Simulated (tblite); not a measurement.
C4H4N2.
SMILES: `c1cnccn1`

Calculated harmonic vibrations of the isolated species, GFN2-xTB (tblite), most abundant isotopes, no scaling. This tight-binding method is rough: wavenumbers can miss measured ones by several per cent, in bad cases by 10 to 20.

Harmonic wavenumbers (cm⁻¹): 240.9, 387.9, 579.5, 657.5, 726.7, 750.6, 906.7, 907.4, 914.6, 1009.8, 1090.5, 1097.3, 1130.6, 1197.8, 1229.3, 1250.6, 1350.9, 1436.6, 1530.5, 1583.1, 3058.2, 3061.9, 3068.1, 3069.1.

A = 6475, B = 6055, C = 3129 MHz; mass 80.037 u (most abundant isotopes); point group D2h, symmetry number 4.

Task: Zero-point energy?

Result: Half the sum of the wavenumbers: 16118 cm⁻¹ = 46.08 kcal/mol.

Task: What is S at 273.15 K and 1 bar for an ideal gas of classical rigid rotors and harmonic oscillators?

Result: Translation 38.65, rotation 22.36, vibration 4.18: S = 65.2 cal/(mol K).

Task: And Cp and H(273.15 K) − H(0)?

Result: Cp = 16.79 cal/(mol K), of which vibrations give 8.84 (their classical limit is 24 R = 47.7); H(273.15 K) − H(0) = 2.97 kcal/mol without the zero-point energy, 0.80 from vibrations.

Task: How do the functions run with temperature in this model?

Result: 
```csv
T (K),S (cal/(mol K)),Cp (cal/(mol K)),H − H(0) (kcal/mol),G − H(0) (kcal/mol),ln q(vib)
50,47.5,8.0,0.40,-1.98,0.00
100,53.4,9.0,0.82,-4.51,0.04
298.15,66.7,18.3,3.41,-16.49,0.78
373.15,71.3,22.7,4.95,-21.66,1.27
500,78.9,29.2,8.26,-31.19,2.28
750,92.6,37.8,16.74,-52.67,4.60
1000,104.2,43.0,26.90,-77.30,7.01
```

q(vib) and H(0) count from the zero-point level.

Task: Which modes carry the vibrational entropy at 273.15 K?

Result: 240.9 cm⁻¹: 1.64; 387.9 cm⁻¹: 0.88; 579.5 cm⁻¹: 0.40; 657.5 cm⁻¹: 0.29; 726.7 cm⁻¹: 0.21; 750.6 cm⁻¹: 0.19 cal/(mol K); the other 18 give 0.57 together.

Task: What must be added to the electronic energy to get the Gibbs energy at 273.15 K and 1 bar?

Result: ZPE + [H(273.15 K) − H(0)] − T·S = 46.08 + 2.97 − 17.81 = 31.24 kcal/mol.

Hindered rotation and anharmonicity are outside this model.
